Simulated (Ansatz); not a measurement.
Ideal-gas functions of CH5NSi, SMILES `N=C[SiH3]` at 400 K and 1 bar, from an Ansatz frequency run at PBE0-D4/def2-TZVP.

Molar mass 59.14 g/mol, point group Cs (symmetry number 1), electronic degeneracy 1, moments of inertia 13.303, 95.296, 102.772 u Å². Harmonic wavenumbers (cm⁻¹, unscaled): 97, 287, 464, 587, 727, 772, 910, 934, 943, 1156, 1202, 1403, 1684, 2221, 2222, 2264, 2977, 3423.

Use S(trans) = R[1.5 ln M + 2.5 ln T − 1.1517]; rotational temperatures θ = 24.2544 K / I; S(rot) = R[ln(√π/σ · √(T³/θAθBθC)) + 1.5]; for each mode x = 1.438777 ν̃/T, S = R[x/(eˣ − 1) − ln(1 − e⁻ˣ)] and H = RT x/(eˣ − 1); 1 cm⁻¹ = 0.0119627 kJ/mol; R = 8.31446 J/(mol·K).

Question: By hand: the entropy, in J/(mol·K).

Answer: Translation 165.8. Rotation: θ = 1.8232, 0.2545, 0.236 K, giving 101.1. Vibration, mode by mode: 17.11, 8.41, 4.96, 3.49, 2.35, 2.07, 1.39, 1.30, 1.27, 0.68, 0.59, 0.33, 0.14, 0.03, 0.03, 0.02, 0.00, 0.00, in all 44.2. Electronic 0.0. Sum 311.1 J/(mol·K).

Question: By hand: H − E and G − E in kJ/mol, counted from the electronic energy.

Answer: Zero-point energy ½ × 24273 × 0.0119627 = 145.2; thermal vibration 10.1; translation, rotation and pV give 4 RT = 13.3. H − E = 168.6 kJ/mol, and G − E = 168.6 − 400 × 311.1/1000 = 44.2 kJ/mol.

Vibration gives 14 % of the entropy, 17.1 J/(mol·K) of it from the mode under 150 cm⁻¹: soft modes count most, and the harmonic formula is weakest for them. The sum counts one conformer and one mirror image; others add a mixing term.
